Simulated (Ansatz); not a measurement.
A structure relaxed at PBE0-D4/def2-TZVP, charge 0, multiplicity 1:

```json
{"atom": "C1", "x (Å)": "2.3384", "y (Å)": "-1.7385", "z (Å)": "0.6996"}
{"atom": "C2", "x (Å)": "1.6254", "y (Å)": "-0.6316", "z (Å)": "1.4614"}
{"atom": "C3", "x (Å)": "0.2156", "y (Å)": "-0.2864", "z (Å)": "0.9712"}
{"atom": "C4", "x (Å)": "-0.7329", "y (Å)": "-1.4720", "z (Å)": "1.0915"}
{"atom": "C5", "x (Å)": "0.2422", "y (Å)": "0.2892", "z (Å)": "-0.4426"}
{"atom": "C6", "x (Å)": "-1.0872", "y (Å)": "0.7987", "z (Å)": "-0.9957"}
{"atom": "C7", "x (Å)": "-0.8975", "y (Å)": "1.2984", "z (Å)": "-2.4209"}
{"atom": "C8", "x (Å)": "-1.6992", "y (Å)": "1.8876", "z (Å)": "-0.1266"}
{"atom": "H9", "x (Å)": "1.7856", "y (Å)": "-2.6801", "z (Å)": "0.7402"}
{"atom": "H10", "x (Å)": "3.3266", "y (Å)": "-1.9235", "z (Å)": "1.1270"}
{"atom": "H11", "x (Å)": "2.4827", "y (Å)": "-1.4828", "z (Å)": "-0.3526"}
{"atom": "H12", "x (Å)": "1.5615", "y (Å)": "-0.9130", "z (Å)": "2.5187"}
{"atom": "H13", "x (Å)": "2.2359", "y (Å)": "0.2780", "z (Å)": "1.4265"}
{"atom": "H14", "x (Å)": "-0.1504", "y (Å)": "0.4983", "z (Å)": "1.6444"}
{"atom": "H15", "x (Å)": "-0.6779", "y (Å)": "-1.9177", "z (Å)": "2.0885"}
{"atom": "H16", "x (Å)": "-1.7703", "y (Å)": "-1.1760", "z (Å)": "0.9215"}
{"atom": "H17", "x (Å)": "-0.4935", "y (Å)": "-2.2523", "z (Å)": "0.3634"}
{"atom": "H18", "x (Å)": "0.9651", "y (Å)": "1.1161", "z (Å)": "-0.4709"}
{"atom": "H19", "x (Å)": "0.6263", "y (Å)": "-0.4726", "z (Å)": "-1.1314"}
{"atom": "H20", "x (Å)": "-1.7898", "y (Å)": "-0.0432", "z (Å)": "-1.0310"}
{"atom": "H21", "x (Å)": "-1.8446", "y (Å)": "1.6240", "z (Å)": "-2.8588"}
{"atom": "H22", "x (Å)": "-0.4794", "y (Å)": "0.5192", "z (Å)": "-3.0638"}
{"atom": "H23", "x (Å)": "-0.2108", "y (Å)": "2.1510", "z (Å)": "-2.4433"}
{"atom": "H24", "x (Å)": "-1.9380", "y (Å)": "1.5299", "z (Å)": "0.8773"}
{"atom": "H25", "x (Å)": "-2.6237", "y (Å)": "2.2668", "z (Å)": "-0.5696"}
{"atom": "H26", "x (Å)": "-1.0100", "y (Å)": "2.7325", "z (Å)": "-0.0238"}
```

Task: Give its formula and SMILES.

Result: C8H18, `CCC(C)CC(C)C`.

Task: Point group (tolerance 0.08 Å, 0.16 Å for H)?

Result: C1.

Task: Summarise the bond lengths by kind.

Result: 7 × C–C 1.521 to 1.532 Å; 18 × C–H 1.092 to 1.099 Å.

Program: Ansatz 0.2.0.
